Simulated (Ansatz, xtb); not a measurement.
Ranking isomers of C3H7NO

3 gas-phase structures of C3H7NO, from a drawn sample of its isomers (lower ones may exist). Each was relaxed with GFN2-xTB:

A. `C[C@@H]1O[C@H]1N`, a singlet
B. `C[C@@]1(N)CO1`, a singlet
C. `C[C@@H]1O[C@@H]1N`, a singlet

**Question.** Make a reasoned guess at their ranking by r2SCAN-D4/def2-SVP single-point energy.

**Answer.** Calculated order at r2SCAN-D4/def2-SVP: B (0.0), A (0.0), C (1.1) kcal/mol. Less than 1 kcal/mol parts B and A, so the order within that pair means little.

Energies above the lowest of each column, in kcal/mol; the last columns are at PBE-D3(BJ)/def2-SVP geometries:

| structure | GFN2-xTB | HF/STO-3G | r2SCAN-D4/def2-SVP | PBE-D3(BJ)/def2-SVP | CCSD(T)/def2-SVP + ΔMP2/def2-TZVPP |
| --- | --- | --- | --- | --- | --- |
| B | 0.0 | 0.0 | 0.0 | 0.4 | 0.0 |
| A | 0.4 | 0.4 | 0.0 | 0.0 | 0.4 |
| C | 1.4 | 1.6 | 1.1 | 0.9 | 1.2 |

CCSD(T)/def2-SVP + ΔMP2/def2-TZVPP has A and B within 1 kcal/mol of each other at the bottom, and every level picks one of them. Flexible structures stand in one conformer each, not always the lowest. ΔMP2 is the change of the MP2 energy from the smaller to the larger basis.

Programs: Ansatz 0.2.0, xtb 6.7.1.
